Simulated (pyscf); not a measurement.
Structures and frequencies: ωB97X-D3(BJ)/def2-SVP in PySCF.

### Question
`[O]=[Si]([OH])[Cl]` + `[H][H]` -> `[O]=[SiH][OH]` + `[ClH]`
Surface: singlet. Broken: Cl–Si, H–H. Formed: H–Si, Cl–H. Give ΔE‡ and ΔE from ωB97M-D3(BJ)/def2-TZVP, relative to the separated reactants.

### Answer
ΔE‡ = 1.67 eV, ΔE = +0.72 eV. Zero-point energy shifts the barrier by +0.08 eV. It is a four-centre exchange, with an imaginary mode of 1153i cm⁻¹. On the product side the descent ends in a complex (not fully relaxed), 0.25 eV under the separated species and 1.14 eV under the saddle at ωB97X-D3(BJ)/def2-TZVP. O=SiH–OH lies 0.43 eV over its isomer HO–Si:–OH [singlet] (electronic energy, ωB97M-D3(BJ)/def2-TZVP). This is the saddle that the search found; another between the same sides may lie lower.
